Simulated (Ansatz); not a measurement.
Take a crystal in which Au has been replaced by Os on all its sites, with the cell rescaled by a rough guess (in some cases also distorted within its space group) and nothing relaxed:

```
CELL_PARAMETERS angstrom
0.00000 3.47999 3.47999
3.47999 0.00000 3.47999
3.47999 3.47999 0.00000
ATOMIC_POSITIONS crystal
Ca 0.00000 0.00000 0.00000
Os 0.25000 0.25000 0.25000
Os 0.75000 0.75000 0.75000
Os 0.50000 0.50000 0.50000
```

The calculation used DFT PBEsol, scalar-relativistic, plane waves, PAW in Ansatz.

Plane waves to 420 eV, a k mesh through Γ of 10×10×10 on the computed 4-atom cell and Gaussian smearing (0.10 eV); no spin polarisation.

What pressure does the cell carry?

The pressure is -34.3 GPa (positive in compression), so the cell would contract.

Is it a metal on this mesh?

Yes, a band crosses the Fermi level.

What is its energy against the elements in their standard states?

+1.676 eV/atom at this unrelaxed geometry, with the elements in the same functional.

Spin-orbit coupling is left out, which matters for the bands of heavy elements.